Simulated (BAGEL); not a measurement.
**HF/6-31G(d) (density fitting with qzvpp-jkfit, spherical functions) run of [BF2]+ (SMILES F[B+]F)**

Aim: the vertical singlet–triplet gap of [BF2]+ at HF/6-31G* (density fitting with qzvpp-jkfit, spherical functions), from 2 runs. 

Program for the calculation: BAGEL 1.2.2.

1 further run of the same task is left out (it didn't finish).

**1. The system as given**

[BF2]+: 3 atoms, total charge +1, spin state singlet. SMILES: `F[B+]F`. The shape is that of a GFN2-xTB optimisation.

Bond lengths: F1–B2 1.219 Å, B2–F3 1.219 Å. Angles: F1–B2–F3 179.9°.

**2. The energy at HF/6-31G(d) (density fitting with qzvpp-jkfit, spherical functions)**

File hf.json:

```json
{ "bagel": [

{
  "title": "molecule",
  "basis": "6-31gs.json",
  "df_basis": "qzvpp-jkfit",
  "angstrom": "true",
  "geometry": [
    { "atom": "F", "xyz": [    0.327370,    1.133870,    0.305680 ] },
    { "atom": "B", "xyz": [    0.000740,   -0.000320,    0.000370 ] },
    { "atom": "F", "xyz": [   -0.328120,   -1.133550,   -0.306050 ] }
  ]
},
{ "title": "hf", "charge": 1 },
{ "title": "print", "file": "orbitals.molden", "orbitals": "true" }

]}
```

The basis set 6-31G* is read from a file made from the Basis Set Exchange's data (not shown).

Command:

```console
$ BAGEL_NUM_THREADS=1 BAGEL hf.json > hf.out
```

Output:

```text
* using 1 threads per process

  ===============================================================
  ===============================================================

  *** Geometry ***

  { "atom" : "F", "xyz" : [      0.618640,      2.142704,      0.577651 ] },
  { "atom" : "B", "xyz" : [      0.001398,     -0.000605,      0.000699 ] },
  { "atom" : "F", "xyz" : [     -0.620057,     -2.142099,     -0.578351 ] },

  Number of auxiliary basis functions:      229

  Since a DF basis is specified, we compute 2- and 3-index integrals:
    o Being stored without compression. Storage requirement is 0.003 GB

  Number of basis functions:       42
  Number of electrons      :       23

    * METHOD: MOLECULE                             0.03

  *** RHF ***

  === Nuclear Repulsion ===
    56.6451617552

      * DIIS with orbital gradients will be used.

  === RHF iteration (6-31gs.json) ===
      0       -223.16378824          0.03722317           0.00
      1       -223.25782876          0.02337304           0.00
      2       -223.30650686          0.00157204           0.00
      3       -223.30689754          0.00038616           0.00
      4       -223.30692377          0.00008970           0.00
      5       -223.30692598          0.00000827           0.00
      6       -223.30692600          0.00000138           0.00
      7       -223.30692600          0.00000018           0.00
      8       -223.30692600          0.00000006           0.00
      9       -223.30692600          0.00000003           0.00
     10       -223.30692600          0.00000000           0.00
    * SCF iteration converged.

    * Permanent dipole moment:
           (   -0.002755,     0.001200,    -0.001370) a.u.

    * METHOD: HF                                   0.08

    * METHOD: PRINT                                0.00

  ===============================================================
```

Wall time 0.24 s (1 thread of Arm Neoverse V2, shared host).

**3. The triplet**

File input.json:

```json
{ "bagel": [

{
  "title": "molecule",
  "basis": "6-31gs.json",
  "df_basis": "qzvpp-jkfit",
  "angstrom": "true",
  "geometry": [
    { "atom": "F", "xyz": [    0.327370,    1.133870,    0.305680 ] },
    { "atom": "B", "xyz": [    0.000740,   -0.000320,    0.000370 ] },
    { "atom": "F", "xyz": [   -0.328120,   -1.133550,   -0.306050 ] }
  ]
},
{ "title": "uhf", "charge": 1, "nopen": 2 },
{ "title": "print", "file": "orbitals.molden", "orbitals": "true" }

]}
```

The basis set 6-31G* is read from a file made from the Basis Set Exchange's data (not shown).

Command:

```console
$ BAGEL_NUM_THREADS=1 BAGEL input.json > input.out
```

Output:

```text
* using 1 threads per process

  ===============================================================
  ===============================================================

  *** Geometry ***

  { "atom" : "F", "xyz" : [      0.618640,      2.142704,      0.577651 ] },
  { "atom" : "B", "xyz" : [      0.001398,     -0.000605,      0.000699 ] },
  { "atom" : "F", "xyz" : [     -0.620057,     -2.142099,     -0.578351 ] },

  Number of auxiliary basis functions:      229

  Since a DF basis is specified, we compute 2- and 3-index integrals:
    o Being stored without compression. Storage requirement is 0.003 GB

  Number of basis functions:       42
  Number of electrons      :       23

    * METHOD: MOLECULE                             0.03

  *** Open-shell HF ***

  === Nuclear Repulsion ===
    56.6451617552

      * DIIS with orbital gradients will be used.

  === UHF iteration (6-31gs.json) ===
      0       -222.75575766          0.04211893           0.01
      1       -222.82113803          0.01945075           0.01
      2       -222.83301605          0.01001621           0.01
      3       -222.83692741          0.00150784           0.01
      4       -222.83801012          0.00047026           0.01
      5       -222.83815848          0.00021788           0.01
      6       -222.83819042          0.00017640           0.01
      7       -222.83819604          0.00018656           0.01
      8       -222.83817104          0.00014268           0.01
      9       -222.83815352          0.00005273           0.01
     10       -222.83815337          0.00003557           0.01
     11       -222.83815363          0.00004028           0.01
     12       -222.83815356          0.00003997           0.01
     13       -222.83815348          0.00003760           0.01
     14       -222.83815333          0.00003295           0.01
     15       -222.83815308          0.00001633           0.01
     16       -222.83815307          0.00001008           0.01
     17       -222.83815304          0.00000429           0.01
     18       -222.83815303          0.00000208           0.01
     19       -222.83815303          0.00000132           0.01
     20       -222.83815303          0.00000051           0.01
     21       -222.83815303          0.00000038           0.01
     22       -222.83815303          0.00000026           0.01
     23       -222.83815303          0.00000014           0.01
     24       -222.83815303          0.00000010           0.01
     25       -222.83815303          0.00000009           0.01
     26       -222.83815303          0.00000009           0.01
     27       -222.83815303          0.00000009           0.01
     28       -222.83815303          0.00000009           0.01
     29       -222.83815303          0.00000009           0.01
     30       -222.83815303          0.00000009           0.01
     31       -222.83815303          0.00000009           0.01
     32       -222.83815303          0.00000009           0.01
     33       -222.83815303          0.00000008           0.01
     34       -222.83815303          0.00000008           0.01
     35       -222.83815303          0.00000008           0.01
     36       -222.83815303          0.00000008           0.01
     37       -222.83815303          0.00000008           0.01
     38       -222.83815303          0.00000007           0.01
     39       -222.83815303          0.00000007           0.01
     40       -222.83815303          0.00000005           0.01
     41       -222.83815303          0.00000004           0.01
     42       -222.83815303          0.00000003           0.01
     43       -222.83815303          0.00000002           0.01
     44       -222.83815303          0.00000000           0.01
    * SCF iteration converged.

    * S^2 (UHF) is 2.0830

    * Permanent dipole moment:
           (   -0.014786,     0.006397,    -0.007356) a.u.

    * METHOD: UHF                                  0.42

    * METHOD: PRINT                                0.00

  ===============================================================
```

Run time: 0.58 s. Hardware: 1 thread of Arm Neoverse V2, shared host.

**4. Summary of results**

At HF/6-31G* (density fitting with qzvpp-jkfit, spherical functions):

| quantity | value |
| --- | --- |
| singlet: total energy | -223.30693 Eh |
| singlet: HOMO energy | -28.29 eV |
| singlet: LUMO energy | -3.99 eV |
| singlet: HOMO–LUMO gap | 24.30 eV |
| triplet: total energy | -222.83815 Eh |
| triplet: ⟨S²⟩ | 2.083 |
| vertical energy of the triplet above the singlet | 12.756 eV |

**Reading.** At this shape the triplet lies 12.76 eV (294 kcal/mol) above the singlet.
